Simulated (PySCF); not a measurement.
Working out the ionisation energy of Si

Si [Ne] 3s2 3p2 (3P) → Si⁺ [Ne] 3s2 3p1 (2P). All numbers are calculated (PySCF 2.14, scalar relativity by spin-free X2C-1e, in cc-pVDZ-DK (4s3p1d, 18 functions)). Frozen: [Ne]. Energies in hartree (1 hartree = 27.21139 eV):

```json
{"part": "UHF", "Si (lower)": "-289.452067", "Si⁺ (upper)": "-289.171607"}
{"part": "CCSD correlation", "Si (lower)": "-0.063930", "Si⁺ (upper)": "-0.053027"}
{"part": "(T)", "Si (lower)": "-0.000992", "Si⁺ (upper)": "-0.000634"}
```

Problem. What does Hartree-Fock give?

Solution. (-289.171607) − (-289.452067) = 0.280460 hartree = 7.632 eV.

Problem. What do CCSD and CCSD(T) give?

Solution. The CCSD correlation energies differ by 0.010903 hartree = 0.297 eV and the triples by 0.000358 hartree = 0.010 eV, so CCSD gives 7.929 eV and CCSD(T) 7.939 eV.

Measured between the centres of the two terms (NIST): 8.157 eV, so CCSD(T) (valence) is off by -0.218 eV.

A double-zeta basis recovers only part of the correlation energy.

What remains against the reference includes basis incompleteness, the frozen core and higher excitations.
